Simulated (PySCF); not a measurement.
# BH2NO: the cost of one run

Computed with PySCF 2.14.0, with density-fitted response routines of our own, on a single molecule in the gas phase. Atoms are numbered from 0 throughout.

## 1. The molecule as given

5 atoms, charge 0, multiplicity 1; geometry from: PBE0-D3(BJ)/def2-SVP.

Bonds of the start (Å): B0–N1 1.33, N1–O2 1.17, B0–H3 1.20, B0–H4 1.21.

## 2. Spin-spin couplings: B3LYP/aug-cc-pVTZ-J

Job settings and geometry (Å):

```
{"job": {"kind": "j", "xc": "B3LYP", "basis": "aug-cc-pVTZ-J"}, "charge": 0, "multiplicity": 1}
B     -0.545583     0.015288    -0.004174
N      0.786748    -0.037063    -0.012909
O      1.950929    -0.082673    -0.019980
H     -1.042899     1.031223    -0.419377
H     -1.115220    -0.958939     0.418323
```

Level: B3LYP/aug-cc-pVTZ-J indirect spin-spin coupling, non-relativistic, gas phase.

Run with:

```
OMP_NUM_THREADS=1 python probes_run.py task.json out
```

This one command runs all jobs of the session in turn.

**Question.** How long does this first job take on 1 thread of Arm Neoverse V1, shared host, and how much memory does it need?

About 6.8 s, with a peak of 0.57 GiB.
